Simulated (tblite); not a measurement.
# FH5O2: the cost of one run

Computed with tblite 0.8.0 and PySCF 2.14.0; each step states its level. No surroundings beyond the atoms listed, unless a continuum is named. Atoms count from 0, parts from 1.

### Step 1. The system as given

8 atoms, charge 0, multiplicity 1; geometry: rigid parts in contact. Parts: 1 = atoms 0–1, `F`, charge 0; 2 = atoms 2–4, `O`, charge 0; 3 = atoms 5–7, `O`, charge 0.

### Step 2. Bringing the parts together with GFN2-xTB

Job settings and geometry (Å):

```
{"job": {"kind": "dock", "xc": "GFN2-xTB", "basis": "xTB"}, "charge": 0, "multiplicity": 1, "parts": [{"atoms": "0-1", "charge": 0, "multiplicity": 1}, {"atoms": "2-4", "charge": 0, "multiplicity": 1}, {"atoms": "5-7", "charge": 0, "multiplicity": 1}]}
F      0.361152     0.105618     0.142585
H     -0.539401    -0.107201     0.012676
O      2.359984     0.892567    -2.073252
H      1.605394     0.755477    -1.500888
H      3.129996     0.873314    -1.506245
O     -0.257028    -2.128432     1.953537
H      0.290340    -1.849839     1.214402
H      0.264839    -1.978016     2.745317
```

Level: GFN2-xTB search for minima from random contacts, gas phase.

Run with:

```
OMP_NUM_THREADS=1 python cluster_run.py task.json out
```

The driver reads the jobs from task.json and runs them one after another.

Q: Estimate the wall time of this first job on 1 thread of Intel Xeon 6975P-C, shared host.

About 2.4 s.
